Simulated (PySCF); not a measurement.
C2H4O2, charge +1, quartet, geometry from GFN2-xTB of the parent state (a state made from the parent by changing its charge; the spin is typed, not shown lowest); PBE/STO-3G in PySCF.

PySCF was given this input:
```python
from pyscf import gto, scf, dft

mol = gto.M(
    atom='''
C    -1.29370611   -0.45495980    0.07134256
C     0.08819231    0.33727888    0.11862454
O     0.99930282   -0.36540853    0.85431055
O     0.29821376    0.79544544   -1.06284776
H    -2.03228451    0.19607021   -0.38031375
H    -1.19809768   -1.37897758   -0.49959502
H    -1.51107589   -0.65825986    1.11601260
H     1.59440817   -0.89304257    0.29239111
''',
    basis='sto-3g',
    charge=1,
    spin=3,
    verbose=3,
)

mf = dft.UKS(mol)
mf.xc = 'pbe'
mf.kernel()
```

What the program printed (banner, timings and long lists left out):

```
converged SCF energy = -225.299379473267  <S^2> = 3.7514914  2S+1 = 4.0007456
```
